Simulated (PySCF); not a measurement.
**Li: electron affinity**

Li⁻ [He] 2s2 (1S) → Li [He] 2s1 (2S), as a difference of total energies. Computed with PySCF 2.14 in x2c-QZVPPall with one added diffuse shell each of s, p type (7s5p2d1f, 39 functions), with scalar relativity by spin-free X2C-1e. Correlated levels: valence: 1s2 frozen; valence and next inner shell: nothing frozen. The calculations carry no spin-orbit coupling.

| method | electron affinity (eV) |
| --- | --- |
| UHF | -0.128 |
| LDA | 0.584 |
| PBE | 0.508 |
| PBE0 | 0.491 |
| r2SCAN | 0.440 |
| BHandHLYP | 0.431 |
| BP86 | 0.630 |
| PW91 | 0.540 |
| r2SCANh | 0.446 |
| MP2 (valence) | 0.335 |
| SCS-MP2 (valence) | 0.428 |
| MP2 (valence and next inner shell) | 0.338 |
| SCS-MP2 (valence and next inner shell) | 0.430 |

Errors of the correlated levels include the incompleteness of this basis and the frozen core.

A negative affinity means that the anion lies above the atom at that level of theory.

In the anion the highest occupied orbital energy is positive at LDA, PBE, PBE0, r2SCAN, BHandHLYP, BP86, PW91, r2SCANh, a self-interaction effect; the basis confines that electron, and the energy difference can still be sensible.

For comparison: 0.618 eV (measured; photodetachment measurements, as compiled on the Wikipedia data page of electron affinities).
